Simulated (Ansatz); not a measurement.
Basis-set extrapolation for C4H6O2 (`O=CCC1CO1`) (PBE0-D4/def2-TZVP geometry, frozen core, the Gaussian-basis code of Ansatz). Multiplicity 1, RHF reference.

```
                      def2-TZVPP   def2-QZVPP
                 HF  -304.755340  -304.769156
    MP2 correlation    -1.115960    -1.194710
CCSD(T) correlation    -1.193921      not run
```

Energies in hartree. Use E(X) = E(∞) + A·exp(−7.88·√X) for Hartree–Fock and E(X) = E(∞) + B·X^(−2.97) for correlation, with X = 3 and 4, and add CCSD(T) minus MP2 of the smaller set to the MP2 limit.

Question: What is the CCSD(T) energy at the basis-set limit?

Answer: HF limit: -304.769156 + (-0.013816) × 0.13774 = -304.77106. MP2 limit: -1.194710 + (-0.078750) × 0.74074 = -1.25304. Higher-order term: -1.193921 − (-1.115960) = -0.07796. Total: -306.10206 hartree, 95.9 kcal/mol below CCSD(T)/def2-TZVPP.
